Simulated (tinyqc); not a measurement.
Inside a calculation. Method: Hueckel theory of the pi electrons, for the molecule O=CC=O (SMILES; centres numbered as the heavy atoms are written). One step of it, computed by the program tinyqc.

Problem. Energy, charges, bond orders. E = sum n x; q_r = z_r - P_rr; bond order p = P_rs; free valence = sqrt(3) - sum of p over the bonds of the atom.

x values: 2.000000  1.414214  0.000000  -1.414214

occupations: 2.000000  2.000000  0.000000  0.000000

charge and bond-order matrix P:
```
           1O        2C        3C         4O
1O   1.353553  0.853553  0.146447  -0.353553
2C   0.853553  0.646447  0.353553   0.146447
3C   0.146447  0.353553  0.646447   0.853553
4O  -0.353553  0.146447  0.853553   1.353553
```

Centres:
```
centre  z_r, pi electrons of the neutral centre         h
1O                                            1  1.000000
2C                                            1  0.000000
3C                                            1  0.000000
4O                                            1  1.000000
```

Bonds:
```
i  j         k
1  2  1.000000
2  3         1
3  4         1
```

Give: pi energy = 4 alpha + this times beta; pi charges; Bond orders and lengths from R = 1.517 - 0.180 p; free valence of the carbons; gap between the highest filled and the next level.

Solution.

pi energy = 4 alpha + this times beta = 6.8284

pi charges: 1O -0.3536, 2C 0.3536, 3C 0.3536, 4O -0.3536

Bond orders and lengths from R = 1.517 - 0.180 p (angstrom, C-C alone):
```
bond       p       R
1-2   0.8536       -
2-3   0.3536  1.4534
3-4   0.8536       -
```

free valence of the carbons: 2C 0.5249, 3C 0.5249

gap between the highest filled and the next level = 1.4142 |beta|
